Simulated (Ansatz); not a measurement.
Mulliken charges of C$_{3}$H$_{5}$Cl, SMILES `C=C(C)Cl` from r2SCAN/def2-TZVPP in Ansatz (PBE0-D4/def2-TZVP geometry).

```
atom   x (Å)   y (Å)   z (Å)  charge (e)
  C1  -0.222   1.297  -0.476      -0.222
  C2  -0.181  -0.025  -0.429       0.090
  C3   0.333  -0.852   0.693      -0.084
 Cl4  -0.768  -0.957  -1.775      -0.130
  H5  -0.612   1.830  -1.332       0.094
  H6   0.145   1.873   0.365       0.075
  H7  -0.450  -1.512   1.075       0.065
  H8   1.157  -1.486   0.358       0.065
  H9   0.685  -0.213   1.504       0.048
```

Problem. By hand: the dipole of these point charges (1 e Å = 4.8032 D).

Solution. Σ q r = (0.137, 0.013, 0.307) e Å, of length 0.336 e Å = 1.61 D.

Problem. How does the dipole of the full density compare? (Estimate.)

Solution. The calculation gave: (0.131, 0.089, 0.296) e Å, 1.61 D; the point charges give 1.00 times that, at 13° from its direction.

Point charges leave out the atoms' own dipoles, such as those of lone pairs, and Mulliken's split depends on the basis, so the close match here is no proof of good charges.
